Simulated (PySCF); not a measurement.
# C4H7FO: the cost of one run

The runs use PySCF 2.14.0, with density-fitted response routines of our own; the level of theory stands in each step. All values are computed, except where a source is named. Atoms are numbered from 0 throughout.

### 1 The starting structure

13 atoms, charge 0, multiplicity 1; geometry from: GFN2-xTB. The atoms were then displaced at random by about 0.01 Å, so the start is not that level's minimum.

Bonds of the start (Å): C0–C1 1.52, C1–F2 1.39, C1–C3 1.55, C3–C4 1.44, C4–O5 1.39, O5–C3 1.37, C0–H6 1.07, C0–H7 1.10, C0–H8 1.05, C1–H9 1.09, C3–H10 1.09, C4–H11 1.08, C4–H12 1.06.

### 2 Optimising the geometry at PBE0-D3(BJ)/def2-SVP

What the job is given:

```
{"job": {"xc": "PBE0", "basis": "def2-SVP", "d3": "d3bj", "grid": 1, "shake": 0.01, "kind": "geom"}, "charge": 0, "multiplicity": 1}
C     -1.612080    -0.843110     0.054470
C     -0.664500     0.344030     0.084700
F     -0.962410     1.144980     1.175180
C      0.812030    -0.112290     0.201230
C      1.881870     0.692410    -0.317590
O      1.434370    -0.438470    -0.980640
H     -1.525310    -1.414710     0.955430
H     -2.637190    -0.443900    -0.024320
H     -1.412370    -1.432580    -0.793280
H     -0.777910     0.988180    -0.785440
H      0.960480    -0.779560     1.055680
H      1.677400     1.645440    -0.785230
H      2.831450     0.632680     0.149480
```

On the command line:

```sh
OMP_NUM_THREADS=1 python probes_run.py task.json out
```

This one command runs all jobs of the session in turn.

Q: Estimate the wall time and peak memory of this first job on 1 thread of Arm Neoverse V1, shared host.

About 30 s, with a peak of 0.52 GiB.
